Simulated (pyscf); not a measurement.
HO–B(F)–F + silane (SiH₄) -> silanol (HO–SiH₃) + F–BH–F (four-centre exchange; singlet surface; B–O, H–Si broken, O–Si, B–H formed). Structures and frequencies: ωB97X-D3(BJ)/def2-SVP in PySCF. Energies in eV from the separated reactants.

```tsv
level	barrier	reaction energy
ωB97X-D3(BJ)/def2-TZVP	0.99	+0.45
PBE/def2-TZVP	0.97	+0.52
r²SCAN/def2-TZVP	0.97	+0.53
B3LYP-D3(BJ)/def2-TZVP	1.11	+0.48
M06-2X/def2-TZVP	1.03	+0.48
ωB97M-D3(BJ)/def2-TZVP	1.05	+0.49
```

The functionals in the table span 0.15 eV in this barrier, from PBE to B3LYP-D3(BJ). On the product side the descent ends in an adduct with a B–O contact, 0.26 eV under the separated species and 0.80 eV under the saddle at ωB97X-D3(BJ)/def2-TZVP. What is counted as broken (B–O) persists as a longer contact in the product adduct; parting that adduct is a step of its own. One saddle was located; it need not be the lowest between these sides.
